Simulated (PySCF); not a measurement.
PySCF job for trimethylamine (C3H9N), SMILES CN(C)C, PBE0/pcSseg-1. Geometry: B3LYP-D3(BJ)/def2-SVP.

```python
import numpy as np
from pyscf import gto, scf, dft
from pyscf.prop.nmr import rks as nmr

mol = gto.M(
    atom='''
    C     1.20211598   -0.69404198   -0.05616292
    N    -0.00000000    0.00000000    0.35113945
    C    -1.20211598   -0.69404199   -0.05616292
    C     0.00000000    1.38808397   -0.05616292
    H     1.31845136   -0.76120825   -1.16462411
    H     1.20079878   -1.72165838    0.34113812
    H     2.09139929   -0.17909305    0.34113811
    H    -1.31845136   -0.76120825   -1.16462410
    H    -2.09139928   -0.17909305    0.34113811
    H    -1.20079877   -1.72165838    0.34113812
    H     0.00000000    1.52241649   -1.16462411
    H    -0.89060050    1.90075144    0.34113811
    H     0.89060051    1.90075144    0.34113811
    ''',
    basis='pcSseg-1',
    charge=0,
    spin=0,
    max_memory=1600,
    verbose=3,
)
mf = dft.RKS(mol, xc='pbe0')
mf.grids.level = 3
mf.conv_tol = 1e-10
mf.max_cycle = 100
mf.kernel()
n = nmr.NMR(mf)
n.verbose = 2
n.max_cycle_cphf = 60
sigma = n.kernel()
print('atom   isotropic/ppm   span/ppm')
for i, s in enumerate(sigma):
    w = np.linalg.eigvalsh((s + s.T) / 2)
    print(f'{mol.atom_symbol(i):2s}{i + 1:3d} {w.mean():14.3f} {w[2] - w[0]:11.3f}')
```

Program output:

```
converged SCF energy = -174.232885958774
atom   isotropic/ppm   span/ppm
C   1        137.209      72.604
N   2        234.688      58.168
C   3        137.209      72.604
C   4        137.209      72.603
H   5         29.654       8.240
H   6         29.021      10.539
H   7         29.020      10.539
H   8         29.654       8.240
H   9         29.020      10.539
H  10         29.021      10.539
H  11         29.654       8.240
H  12         29.020      10.540
H  13         29.020      10.540
```

The calculation finished and met its thresholds.
